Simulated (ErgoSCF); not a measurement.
# [O2]− (SMILES [O][O-]) at UHF/STO-3G

We compute a single-point energy of [O2]−. 

The results are computed with ErgoSCF 3.8.

3 further runs of the same task are left out: 1 that didn't finish, 2 set aside as unsound or not needed.

### 1 The molecule

[O2]−: 2 atoms, total charge -1, spin state doublet. As SMILES, `[O][O-]`. Geometry: relaxed at GFN2-xTB.

Bond lengths: O1–O2 1.341 Å.

### 2 The energy at UHF/STO-3G

Contents of mol.xyz:

```xyz
2
O2
O      0.000000     0.000000     0.000000
O      0.000000     0.000000     1.341480
```

Contents of job.ego:

```
set_nthreads("env")
molecule "mol.xyz"
scf.output_mulliken_pop = 1
basis = "STO-3G"
charge = -1
scf.max_number_of_iterations = 120
spin_polarization = 1
tmpdir = "."
scf.use_diagonalization = 1
run "HF"
```

The basis set STO-3G is read from a file made from the Basis Set Exchange's data (not shown).

Run with:

```sh
$ ergo job.ego
```

Log:

```text
[...]
INSC SCF_general constructor, number of basis functions: 10
[...]
INSC Energy   1 =       -138.95671337975
[...]
INDE E_LUMO =          0.77792700858
[...]
INSC Energy   7 =       -147.38223564349  ( diff     -0.000000000065768 )
[...]
RESC CONVERGED after   7 iterations.
RESC FINAL ENERGY:       -147.38223564349
RESC FINAL <S2> =          0.75073875540
[...]
INSC SCF: dipole_moment_x [atomic units] =      -0.00000000
INSC SCF: dipole_moment_y [atomic units] =       0.00000000
INSC SCF: dipole_moment_z [atomic units] =      -1.26751491
[...]
```

Wall time 0.5 s (1 thread of Arm Neoverse V1, shared host); peak memory 0.26 GiB.

### 3 Outcome

Level: UHF/STO-3G.

```
    quantity          value
total energy  -147.38224 Eh
        ⟨S²⟩          0.751
```
